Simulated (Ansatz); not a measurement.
**Heating and cooling a random packing of Ta7Mo9**

A packing of 16 atoms, thrown in at random and pushed apart as soft spheres with like charges further apart (9 Mo, 7 Ta) went through Langevin stages in a fixed cell of 16.54 Å³/atom, at one k point, without spin and with a Fermi–Dirac width of kT (0.05 eV at least). Method: DFT PBE, scalar-relativistic, plane waves, PAW in Ansatz.

| thermostat (K) | duration (fs) | friction (1/fs) | cutoff (eV) | mean T (K) | mean P (GPa) | mean square displacement (Å²) |
| --- | --- | --- | --- | --- | --- | --- |
| 4450 | 72 | 0.030 | 320 | 3476 | 24.0 | 0.14 |
| 4450 | 555 | 0.030 | 420 | 4496 | 31.2 | 0.28 |
| 3200 | 423 | 0.030 | 420 | 3189 | 23.0 | 0.20 |
| 1780 | 435 | 0.030 | 420 | 1674 | 13.1 | 0.17 |
| 300 | 603 | 0.030 | 420 | 303 | 7.9 | 0.05 |

Means run over the second half of a stage; pressure includes the kinetic part; displacements count from the stage's start, the atoms' common shift taken off. In so short a run the atoms moved about a bond length or less in the hot stages, so this is an annealed packing, not a quenched equilibrium liquid.

Cell and atoms were then relaxed on coarser meshes and computed once more: Cutoff 420 eV; k points 5×5×5 on the computed 16-atom cell (Γ-centred); Gaussian smearing, width 0.10 eV; no spin polarisation.

Question: What structure is left?

Answer: One draw of many: 16.97 Å³/atom with no gap on the mesh, 0.12 eV/atom below the elements' standard states (static lattices, no corrections for gases) (a random packing after short dynamics, relaxed).

Counting as bonded all pairs within 1.3 times the summed covalent radii:

| atom → neighbour | mean count | mean length (Å) | spread (Å) |
| --- | --- | --- | --- |
| Mo → Mo | 8.00 | 2.98 | 0.23 |
| Mo → Ta | 6.00 | 2.97 | 0.23 |
| Ta → Mo | 7.71 | 2.97 | 0.23 |
| Ta → Ta | 6.29 | 3.05 | 0.19 |

Angles between all pairs of such bonds at an atom (mean ± spread): 97 ± 36° at Mo, 97 ± 36° at Ta.

```
Mo Ta
1.0
     6.45862   -0.04068   -0.02498
    -0.04243    6.44673   -0.00988
    -0.02398   -0.01066    6.52088
Mo Ta
9 7
Cartesian
  3.3087 4.6626 4.7767
  4.9260 3.0333 6.4240
  3.2923 4.6470 1.4760
  3.3299 1.4366 1.4777
  0.1203 4.6721 1.4978
  1.6851 6.2518 6.4341
  0.1242 1.4563 1.4943
  1.7092 3.0579 6.4342
  1.6994 6.2655 3.1217
  0.1684 1.4567 4.8309
  0.1121 4.6691 4.8194
  3.2502 1.4290 4.8061
  1.7353 3.0630 3.0553
  4.9212 3.0637 3.0787
  4.8953 6.2248 3.0767
  4.9132 6.2405 -0.0223
```

The final mesh leaves forces up to 1.03 eV/Å and stresses up to 3.4 GPa: the relaxation ran on a coarser mesh, so the cell's shape, its bonds and its energy belong partly to that mesh.

Spin-orbit coupling is left out, which matters for the bands of heavy elements.

Cost: 6 runs of about 54 core-minutes in all (earlier runs that led there not counted), on Arm Neoverse V1 (shared hosts).